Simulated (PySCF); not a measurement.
Bond length, frequency and bond energy of CN⁻ by level of theory

State: ¹Σ⁺ (singlet), closed shell. Set-up: PySCF, no relativity, basis sets C aug-cc-pVDZ, N aug-cc-pVDZ. De refers to C⁻ + N in their high-spin ground configurations, without counterpoise correction. A positive dipole points towards N; it is taken about the centre of mass and depends on that origin.

```json
{"Level": "RHF", "Re (Å)": "1.163", "ωe (cm⁻¹)": "2310", "De (eV)": "n/a", "μ (D)": "0.43"}
{"Level": "RHF-MP2", "Re (Å)": "1.208", "ωe (cm⁻¹)": "1945", "De (eV)": "10.00", "μ (D)": "n/a"}
{"Level": "RHF-SCS-MP2", "Re (Å)": "1.204", "ωe (cm⁻¹)": "1977", "De (eV)": "n/a", "μ (D)": "n/a"}
{"Level": "RHF-CCSD", "Re (Å)": "1.194", "ωe (cm⁻¹)": "2079", "De (eV)": "9.13", "μ (D)": "n/a"}
{"Level": "RHF-CCSD(T)", "Re (Å)": "1.202", "ωe (cm⁻¹)": "2016", "De (eV)": "9.43", "μ (D)": "n/a"}
{"Level": "LDA", "Re (Å)": "1.187", "ωe (cm⁻¹)": "2082", "De (eV)": "11.46", "μ (D)": "0.70"}
{"Level": "PBE", "Re (Å)": "1.195", "ωe (cm⁻¹)": "2039", "De (eV)": "10.53", "μ (D)": "0.69"}
{"Level": "TPSS", "Re (Å)": "1.193", "ωe (cm⁻¹)": "2046", "De (eV)": "9.99", "μ (D)": "0.67"}
{"Level": "r²SCAN", "Re (Å)": "1.186", "ωe (cm⁻¹)": "2100", "De (eV)": "9.81", "μ (D)": "0.67"}
{"Level": "PBE0", "Re (Å)": "1.182", "ωe (cm⁻¹)": "2137", "De (eV)": "10.01", "μ (D)": "0.62"}
{"Level": "M06", "Re (Å)": "1.183", "ωe (cm⁻¹)": "2114", "De (eV)": "9.91", "μ (D)": "0.56"}
{"Level": "LC-ωPBE", "Re (Å)": "1.176", "ωe (cm⁻¹)": "2195", "De (eV)": "10.04", "μ (D)": "0.59"}
```

(1) Which functional lies closest to RHF-CCSD(T) in De, which farthest, and by how much do they differ from it?

(2) What does a quarter of exact exchange do here, going from PBE to PBE0?

(3) What does the step from GGA to meta-GGA do here, going from PBE to r²SCAN?

Correlated steps freeze 2 core orbitals. Correlated levels converge slowly with the basis: in double zeta they bind strong bonds too weakly, by up to about 1 eV, and carry superposition errors of some tenths. For an ion De counts to the pair picked by the measured ionisation energies or electron affinities, which need not be the lowest pair at this level. Where the molecule has an RHF reference, its open-shell atoms are computed with UHF. The highest Kohn–Sham level is positive in this anion. Much of that is self-interaction error, but it also means that the finite basis helps to hold the extra electron.

The whole job (state search and all levels along the bond) took about 1.9 min on 1 thread of Arm Neoverse N1 (shared host), peak memory 0.57 GiB.

Results:

(1) Closest is r²SCAN (-1.6 pm in Re, +4.2 % in ωe, +0.38 eV in De against RHF-CCSD(T) in the same basis), farthest LDA (-1.5 pm in Re, +3.3 % in ωe, +2.03 eV in De). CCSD(T) converges more slowly with the basis than the functionals do and binds too weakly in this one, so the order can change at the basis-set limit.

(2) PBE0 less PBE: -1.3 pm in Re, +4.8 % in ωe, -0.52 eV in De. Exact exchange removes part of the self-interaction that spreads semilocal densities, and in most molecules shortens and stiffens the bond and lowers De; so it does here.

(3) r²SCAN less PBE: -0.9 pm in Re, +3.0 % in ωe, -0.72 eV in De.
